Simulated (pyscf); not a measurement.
HO–InH–AsH₂ + hydrogen (H₂) → H₂As–InH₂ + water (H₂O), a four-centre exchange (singlet surface; In–O, H–H broken, H–In, H–O formed). Optimised with ωB97X-D3(BJ)/def2-SVP in PySCF. Energies in eV from the separated reactants.

AM1 to PM7: differences of heats of formation from MOPAC, which are fitted to 298 K values and so differ in kind from electronic energies by zero-point and thermal terms. 

### Question
Quick PM6 single points give ΔE‡ = 1.65 eV and ΔE = +2.22 eV. What does ωB97M-D3(BJ)/def2-TZVP give, and how far is the quick result from it?

### Answer
ωB97M-D3(BJ)/def2-TZVP gives ΔE‡ = 0.78 eV and ΔE = +0.18 eV. PM6 lies 0.87 eV over it in the barrier and 2.04 eV over it in the reaction energy, so on this step it does not hold to within 0.13 eV. At PM6 this geometry lies under one side, so its ΔE‡ may be no barrier of that level. ωB97M-D3(BJ)/def2-TZVP has limits of its own. On the product side the descent ends in an adduct with a In–O contact, 0.59 eV under the separated species and 1.10 eV under the saddle at ωB97X-D3(BJ)/def2-TZVP. What is counted as broken (In–O) persists as a longer contact in the product adduct; parting that adduct is a step of its own. At the saddle there is also a short H–In contact that neither side keeps. This is the saddle that the search found; another between the same sides may lie lower. In the def2 sets elements up to Kr have no core potential. In the def2 sets elements past Kr carry core potentials, without spin-orbit coupling.
